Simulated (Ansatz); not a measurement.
Two shapes of singlet C₄H₈.

Shape 1:

```xyz
12

C     1.0564   -0.0449    0.1408
C    -0.0118    1.0691   -0.1877
C    -1.0312    0.0015    0.1235
C     0.0475   -1.0633   -0.1363
H     1.4665    0.0044    1.1058
H     1.9634    0.0117   -0.5305
H     0.0406    1.5023   -1.1688
H    -0.0148    1.8824    0.5819
H    -1.8797   -0.0134   -0.5788
H    -1.4337    0.0247    1.1600
H    -0.0454   -1.9036    0.5398
H     0.0467   -1.4666   -1.1400
```

Shape 2:

```xyz
12

C     1.1196   -0.0175    0.1123
C     0.0392    1.0714   -0.0966
C    -1.1170    0.0265    0.1200
C    -0.0088   -1.1030   -0.1680
H     1.4163    0.0348    1.2124
H     1.9716    0.0444   -0.5356
H     0.0237    1.4447   -1.1963
H    -0.0454    1.9566    0.4974
H    -1.9215    0.0061   -0.5150
H    -1.3736    0.0373    1.1661
H    -0.0411   -1.9898    0.5340
H     0.0258   -1.4081   -1.1360
```

Basis set: cc-pVDZ (spherical functions). Frozen core: 4 orbitals. Charge 0, multiplicity 1.

Computed with Ansatz (development build ahead of 0.2.0); each method stands on the lowest determinant of its kind that the runs found.

(1) Which shape is lower in energy, and by how much in each method?

Results:

(1)

```csv
method,E(2) − E(1) (eV)
RHF,0.085
RHF-MP2,0.058
```

Shape 1 is lower.
